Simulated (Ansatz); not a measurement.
Geometry optimisation, RKS PBE0-D4/6-31G* (Ansatz 0.2.0).

Input:

```yaml
crystal:
  periodic: [false, false, false]
  atoms:
    - { symbol: B, position_ang: [0.253103, -0.079335, 0.050989] }
    - { symbol: F, position_ang: [0.228625, -0.150405, 1.373043] }
    - { symbol: H, position_ang: [1.29301, 0.188575, -0.447018] }
    - { symbol: O, position_ang: [-0.841491, -0.298329, -0.703729] }
    - { symbol: H, position_ang: [-1.618347, -0.507206, -0.166085] }
basis:
  gaussian: { orbitals: "6-31G*" }
hamiltonian:
  xc: pbe0
  dispersion: d4
relax:
  f_tol: 0.03
  max_steps: 50
output:
  orbitals: {}
```

Command:

```bash
$ ansatz run input.yaml --threads 1 --pin off --max-ram 2048MiB --backend cpu --events-out ev --progress --plain --runs-dir out
```

Task: Where does it end, and by what steps?

Result: The forces met the threshold. After 2 steps the energy has fallen by 0.014 eV; F2 moved furthest, 0.04 Å.

```
step  energy less start (eV)  largest force component (eV/Å)  accepted
   0                  0.0000                           0.425       yes
   1                 -0.0115                           0.166       yes
   2                 -0.0140                           0.028       yes
```

```xyz
5
Properties=species:S:1:pos:R:3
B 0.262 -0.076 0.054
F 0.196 -0.159 1.384
H 1.297 0.190 -0.476
O -0.833 -0.297 -0.698
H -1.608 -0.506 -0.157
```

Time of the run: 1.9 s on 1 thread of AMD EPYC 9R45 96-Core Processor (Zen 5), with other jobs on the host, peak memory 0.13 GiB.
